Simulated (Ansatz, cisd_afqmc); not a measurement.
System: CN, charge 0, doublet. CN (SMILES [C]#N, doublet).
B3LYP-D3(BJ)/def2-TZVP minimum from Ansatz (a program for electronic structure):
```xyz
2

C      0.0000     0.0000    -0.6258
N      0.0000     0.0000     0.5364
```
Charge 0, spin multiplicity 2.

Total energies in aug-cc-pVDZ, 9 correlated electrons, 2 frozen orbitals. UHF or UKS for unpaired electrons; spin-orbit terms are left out. Correlated methods leave the cores frozen. No relativity. The Monte Carlo rows (phaseless AFQMC, CISD trial, step 0.005/hartree) carry one-sigma bars that omit the constraint's bias. Outlying blocks are dropped, and bars are widened where a walk drifts. Over all cases where full CI ran beside it in this data, AFQMC minus full CI had a median of +0.1 mEh and passed +0.4 mEh in a tenth of the cases. The UHF reference of CN ([C]#N, doublet) is spin-contaminated (<S^2> up to 0.37 over the pure value in the sets run).

```json
[
 {"method": "HF", "program": "Ansatz", "energy (Eh)": "-92.21713", "minus CCSDTQ (mEh)": "288.21"},
 {"method": "MP2", "program": "Ansatz", "energy (Eh)": "-92.44985", "minus CCSDTQ (mEh)": "55.48"},
 {"method": "CCSD", "program": "Ansatz", "energy (Eh)": "-92.48786", "minus CCSDTQ (mEh)": "17.47"},
 {"method": "CCSD(T)", "program": "Ansatz", "energy (Eh)": "-92.50138", "minus CCSDTQ (mEh)": "3.96"},
 {"method": "CCSDT(Q)", "program": "Ansatz", "energy (Eh)": "-92.50591", "minus CCSDTQ (mEh)": "-0.57"},
 {"method": "CCSDTQ", "program": "Ansatz", "energy (Eh)": "-92.50534", "minus CCSDTQ (mEh)": "0.00"},
 {"method": "AFQMC/CISD", "program": "cisd_afqmc", "energy (Eh)": "-92.5028 ± 0.0004", "minus CCSDTQ (mEh)": "2.5 ± 0.4"}
]
```

Rough core times of Ansatz's runs on a shared machine: CCSD(T) under 20 s, CCSDT(Q) 40 s, CCSDTQ 30 min.
